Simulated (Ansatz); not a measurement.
The cluster Li₂F. Charge 0, multiplicity 2. Geometry B3LYP-D4/def2-TZVP; atoms count from 1.

```xyz
3

Li    1.3906   -0.2664    0.0441
Li   -1.2685    0.2807    0.5647
F    -0.1221   -0.0143   -0.6088
```

The structure comes from a short search, and lower isomers may exist.

Problem. Estimate the Mulliken populations from the PBE0/def2-TZVP orbitals of Ansatz.

Solution. 
```
atom  charge (e)  spin (α − β)
 Li1        0.38          0.51
 Li2        0.38          0.51
  F3       -0.76         -0.02
```
Mulliken values depend strongly on the basis.

Problem. Where does the spin sit?

Solution. Summed by element: Li 1.02, F -0.02, of 1 unpaired in all. Largest on single atoms: Li1 0.51, Li2 0.51, F3 -0.02.

Problem. And the Mayer bond orders between heavy atoms (over 0.3)?

Solution. Li1–Li2 0.51 (2.76 Å).
